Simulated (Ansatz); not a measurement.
`CN1COC1F` → 3 C• + F• + 6 H• + N• + O•  (atomization)

Gas-phase electronic energies from Ansatz, PBE0-D4/def2-TZVP geometries. CCSD(T)/CBS adds triple-zeta CCSD(T) − MP2 to the extrapolated MP2 energy (def2 sets, frozen cores). This one scheme is used for every species, atoms too. DFT in def2-TZVPP. Open shells (•) are unrestricted, without spin–orbit coupling. Spin–orbit coupling would lower the free atoms: a little for C, F, O.

CCSD(T)/CBS gives +48.94 eV.

Q: Another level gave +49.27 eV. Which?
A. CCSD/def2-TZVPP
B. HF/def2-TZVPP
C. CCSD(T)/def2-TZVPP
D. ωB97M-V/def2-TZVPP

A: D. ωB97M-V 49.27, CCSD/def2-TZVPP 46.70, CCSD(T)/def2-TZVPP 47.59, HF/def2-TZVPP 33.70 eV.

Largest T1 diagnostic among the species: 0.012.

From PBE to PBE0 (25 % exact exchange), in def2-TZVPP and without D4, ΔE moves by −1.34 eV: exact exchange takes away binding that semilocal exchange gives to molecules. The D4 term adds +0.36 eV with B3LYP and +0.19 eV with PBE0; it sums over pairs of atoms, weighted by their polarisabilities, and B3LYP, whose exchange is more repulsive, gets the larger term. In def2-TZVPP, CCSD(T) changes the Hartree–Fock value by +13.89 eV (the triples alone add +0.89 eV) and MP2 by +15.06 eV; breaking electron pairs costs correlation energy, which Hartree–Fock lacks.

B3LYP here is the variant with VWN-RPA as its local correlation; programs differ in this.

For atomizations the MP2-based limit and the directly extrapolated one differ by several kJ/mol either way, and by 10 to 25 for some Ge, Se and Sn compounds, so smaller differences from it don't rank the levels.
